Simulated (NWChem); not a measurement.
System: nitrogen (N2); SMILES N#N

NWChem input:

```
start job
memory heap 200 mb stack 900 mb global 1100 mb
geometry units angstroms noautoz
  N      0.000000     0.000000     0.544738
  N      0.000000     0.000000    -0.544738
end
basis spherical
  * library def2-svp
end
dft
  xc becke97-2
  iterations 150
  mulliken
end
task dft energy
```

Geometry: optimised at PBE0-D3(BJ)/def2-TZVP.

Task: Give the results of this calculation. (B97-2/def2-SVP.) Quantities: energy (Ha); highest occupied level (eV); orbital gap (eV).

Result: The energy (Ha) is -109.40, the highest occupied level (eV) is -11.73 and the orbital gap (eV) is 11.35.
